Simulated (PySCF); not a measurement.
A GIAO shielding run with PySCF (density fitting, non-relativistic, gas phase) on `[PH3]=NC`, CH6NP:

```
$ OMP_NUM_THREADS=1 python probes_run.py task.json out

{"job": {"kind": "nmr", "xc": "PBE0", "basis": "aug-cc-pVDZ", "pop": true}, "charge": 0, "multiplicity": 1}
C     -1.533942    -0.368756    -0.039527
N     -0.380599     0.197003    -0.678039
P      1.070637     0.161943    -0.119958
H     -1.476624    -1.467623     0.107656
H     -2.422237    -0.188293    -0.667504
H     -1.762419     0.070667     0.954047
H      1.772614    -1.080105     0.105045
H      1.951340     0.815980    -1.009060
H      1.421770     0.788523     1.133089
```

Hardware: 1 thread of an x86-64 server CPU, shared host. The job also computes population analyses, field gradients.

**Question.** How large is the calculation?

**Answer.** 34 electrons, 127 basis functions and 430 auxiliary functions.

**Question.** How long does it take?

**Answer.** 5.2 s of wall time, with 12 SCF cycles and 5 response iterations. Times on a shared host scatter by some tens of per cent.

**Question.** And these other runs on the same molecule and hardware: GIAO shielding at PBE0/IGLO-III; GIAO shielding at PBE0/cc-pVDZ; GIAO shielding at PBE0/cc-pVTZ; GIAO shielding at PBE0/pcSseg-0?

**Answer.** PBE0/IGLO-III: 174 functions, 7.4 s; PBE0/cc-pVDZ: 76 functions, 3 s; PBE0/cc-pVTZ: 178 functions, 8 s; PBE0/pcSseg-0: 43 functions, 1.8 s.
